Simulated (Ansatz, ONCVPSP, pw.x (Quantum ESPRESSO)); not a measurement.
pw.x on sc Al: one setting changed

Potential: optimised norm-conserving Vanderbilt (ONCV), ONCVPSP 4.0.1.1 (patched build), LDA (Perdew-Wang 92); core [Ne], reference 3s2 3p1; waves: 3s: rc 1.60 bohr, ncon 4, nbas 8, qcut 4.6 1/bohr, local; 3p: rc 2.00 bohr, ncon 5, nbas 8, qcut 4.3 1/bohr, 2 projectors, debl 1.1 Ha; d scattering state at 0.02 Ha: rc 1.60 bohr, ncon 3, nbas 7, qcut 5.3 1/bohr, 2 projectors, debl 1.8 Ha; local part: the s channel; core correction: none.

The reference run (k-mesh 12³, cutoffs 90/360 Ry, Fermi–Dirac 0.01 Ry, mixing_beta 0.4, conv_thr 1e-9, no spin) gives -0.08 GPa at 19.228 Å³/atom, where all-electron LAPW gives 0.27 GPa. This run, with its own iteration cap, changes smearing to mv.

```
&control
  calculation='scf', prefix='x', pseudo_dir='./', outdir='./tmp', tstress=.true., disk_io='none'
/
&system
  ibrav=0, nat=1, ntyp=1, ecutwfc=90, ecutrho=360, nbnd=8,
  occupations='smearing', smearing='mv', degauss=0.01
/
&electrons
  conv_thr=1e-09, mixing_beta=0.4, electron_maxstep=70
/
ATOMIC_SPECIES
Al 1.0 Al.UPF
CELL_PARAMETERS angstrom
  2.67903284 0.00000000 0.00000000
  0.00000000 2.67903284 0.00000000
  0.00000000 0.00000000 2.67903284
ATOMIC_POSITIONS crystal
Al 0.0000 0.0000 0.0000
K_POINTS automatic
12 12 12 0 0 0
```

```bash
pw.x < Al.scf.in > Al.scf.out
```

**Question.** How does the run end?

**Answer.** It converges in 6 iterations; the free energy moves by +14.3 meV/atom and the pressure by -0.13 GPa. This scheme is built to cancel the term in the square of the width that Fermi–Dirac smearing leaves in the F of a metal.

```
Message from routine setup:
     using ibrav=0 with symmetry is DISCOURAGED, use correct ibrav instead
     lattice parameter (alat)  =       5.0626  a.u.
     unit-cell volume          =     129.7570 (a.u.)^3
     number of electrons       =         3.00
     number of Kohn-Sham states=            8
     kinetic-energy cutoff     =      90.0000  Ry
     charge density cutoff     =     360.0000  Ry
     scf convergence threshold =      1.0E-09
     Exchange-correlation= SLA  PW   NOGX NOGC
     number of k points=    84  Marzari-Vanderbilt smearing, width (Ry)=  0.0100
     iteration #  1     ecut=    90.00 Ry     beta= 0.40
     total energy              =      -4.17061530 Ry
     estimated scf accuracy    <       0.00238357 Ry
     iteration #  2     ecut=    90.00 Ry     beta= 0.40
     total energy              =      -4.17066129 Ry
     estimated scf accuracy    <       0.00080396 Ry
     iteration #  3     ecut=    90.00 Ry     beta= 0.40
     total energy              =      -4.17068332 Ry
     estimated scf accuracy    <       0.00000588 Ry
     iteration #  4     ecut=    90.00 Ry     beta= 0.40
     total energy              =      -4.17068515 Ry
     estimated scf accuracy    <       0.00000022 Ry
     iteration #  5     ecut=    90.00 Ry     beta= 0.40
     total energy              =      -4.17068521 Ry
     estimated scf accuracy    <          7.7E-09 Ry
     iteration #  6     ecut=    90.00 Ry     beta= 0.40
     the Fermi energy is     5.7980 ev
!    total energy              =      -4.17068521 Ry
     estimated scf accuracy    <          1.2E-10 Ry
     smearing contrib. (-TS)   =      -0.00000051 Ry
     The total energy is F=E-TS. E is the sum of the following terms:
     one-electron contribution =       2.38863607 Ry
     hartree contribution      =       0.03153514 Ry
     xc contribution           =      -1.54690934 Ry
     ewald contribution        =      -5.04394657 Ry
     convergence has been achieved in   6 iterations
          total   stress  (Ry/bohr**3)                   (kbar)     P=       -2.10
     Message from routine punch:
     Nothing written, as per user request (disk_io='none')
```

The run took about 15 s on one core of a shared host (Neoverse-N1, 64 threads, 124 GiB, load 56).
